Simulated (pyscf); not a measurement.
# Elimination: H₃Ge–AsH₂ (SMILES [GeH3][AsH2]) → H₂Ge=AsH (SMILES [GeH2]=[AsH]) + H₂ (SMILES [H][H])

Gas phase, singlet surface, charge 0. Bonds broken: As1–H3, Ge2–H5. Bonds formed: H3–H5. PySCF, gas phase, ωB97X-D3(BJ)/def2-SVP geometries.

Transition state (Å):

```xyz
7

As    -1.6719    -1.0726    -1.4896
Ge    -0.2684     0.4336    -0.3833
H     -0.7405    -1.0666     0.4182
H     -2.8376    -0.4043    -0.7645
H     -0.1770    -0.5932     1.1048
H     -0.6927     1.6955     0.3827
H      1.2488     0.3742    -0.6014
```

One imaginary mode, 1510i cm⁻¹; descent along it reached the two sides named.

| bond | change | reactant side (Å) | saddle | product side |
|---|---|---|---|---|
| As1–H3 | breaks | 1.520 | 2.123 | 4.4 |
| Ge2–H5 | breaks | 1.536 | 1.810 | 3.4 |
| H3–H5 | forms | 3.3 | 1.006 | 0.761 |

Electronic energies relative to the reactant's lowest minimum found (kcal/mol):

| level | barrier | reaction energy | reverse barrier |
|---|---|---|---|
| ωB97X-D3(BJ)/def2-TZVP | 69.1 | +33.7 | 35.5 |
| PBE/def2-TZVP | 58.9 | +27.1 | 31.7 |
| r²SCAN/def2-TZVP | 62.4 | +29.6 | 32.8 |
| B3LYP-D3(BJ)/def2-TZVP | 64.7 | +28.4 | 36.3 |
| PBE0-D3(BJ)/def2-TZVP | 63.3 | +31.8 | 31.5 |
| M06-2X/def2-TZVP | 63.6 | +28.6 | 35.0 |
| ωB97M-D3(BJ)/def2-TZVP | 67.2 | +32.0 | 35.1 |
| HF/def2-TZVP | 79.4 | +34.5 | 44.8 |

With ωB97M-D3(BJ)/def2-TZVP energies and thermal terms (ideal gas, 1 atm, RRHO with modes under 100 cm⁻¹ raised to 100, one conformer, R ln 2 for chiral ones without a mode under 150 cm⁻¹), in kcal/mol:

| T (K) | ΔH‡ | ΔG‡ | ΔH | ΔG |
|---|---|---|---|---|
| 298 | 64.5 | 64.7 | +29.3 | +21.4 |
| 600 | 64.2 | 64.9 | +29.9 | +13.1 |
| 900 | 63.9 | 65.4 | +29.7 | +4.7 |
| 1200 | 63.5 | 65.9 | +29.1 | -3.5 |

At the saddle there is also a short Ge–H contact that neither side keeps. The same reactants have a lower exit, to GeH₃• + AsH₂• (no saddle counted: cutting one bond costs +61.8 kcal/mol at ωB97M-D3(BJ)/def2-TZVP, against +67.2 kcal/mol here). One saddle was located; it need not be the lowest between these sides. Elements up to Kr have no core potential and no relativistic terms here.
